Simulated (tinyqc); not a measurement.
Ways to converge the cycle: SCF convergence aids in the sto-6g basis, for NH, spin multiplicity 3. Computed by the program tinyqc with PySCF. 

Geometry (angstrom):
```
atom       x       y       z
N     0.0000  0.0000  0.0000
H     0.0000  0.0000  1.3780
```

lowest solution found by these runs and by PySCF with stability checks = -54.755647 hartree

UHF with one setting changed at a time; a run stops when the energy changes by less than 1e-09 hartree and the error matrix is below 1e-5. The start is the Wolfsberg-Helmholz matrix. Damping d keeps d of the old density; a shift (hartree) raises the virtual levels; DIIS n extrapolates F over n matrices.

Largest element of the error matrix X^T (FDS - SDF) X:
```
iteration    plain  damping 0.3  damping 0.6  shift 0.4   DIIS 3   DIIS 8
1          2.0e-01      2.0e-01      2.0e-01    2.0e-01  2.0e-01  2.0e-01
2          4.5e-02      1.0e-01      1.5e-01    1.3e-01  4.5e-02  4.5e-02
3          1.8e-02      4.8e-02      1.1e-01    6.5e-02  1.9e-02  1.9e-02
4          1.6e-02      2.8e-02      7.5e-02    3.5e-02  1.7e-02  1.7e-02
5          1.6e-02      2.0e-02      5.4e-02    2.3e-02  1.5e-02  1.5e-02
6          1.5e-02      1.7e-02      4.0e-02    1.8e-02  1.5e-02  5.0e-02
8          1.3e-02      1.5e-02      2.6e-02    1.5e-02  2.5e-03  7.0e-03
10         1.1e-02      1.4e-02      1.9e-02    1.4e-02  2.0e-05  2.7e-05
14         6.1e-03      1.1e-02      1.5e-02    1.1e-02        -        -
20         2.0e-03      5.9e-03      1.2e-02    6.5e-03        -        -
30         2.6e-04      1.7e-03      7.7e-03    2.0e-03        -        -
45         1.0e-05      2.0e-04      2.9e-03    2.5e-04        -        -
60               -      2.3e-05      9.5e-04    3.1e-05        -        -
```

How each run ends:
```
run          iterations  E (hartree)                                                        state
plain                46   -54.755647                                                 lowest found
damping 0.3         >60   -54.755647  falls steadily but slowly, by a factor of about 0.87 a step
damping 0.6         >60   -54.755633  falls steadily but slowly, by a factor of about 0.93 a step
shift 0.4           >60   -54.755647  falls steadily but slowly, by a factor of about 0.87 a step
DIIS 3               12   -54.755647                                                 lowest found
DIIS 8               13   -54.755647                                                 lowest found
```

3 of 6 runs reach the lowest solution found, in 12 to 46 iterations (fastest: DIIS 3). Not converged: damping 0.3, damping 0.6, shift 0.4. Plain steps already contract here, so damping only slows them. DIIS 3 and DIIS 8 gain by cancelling the error over several earlier matrices, much as a quasi-Newton step does.
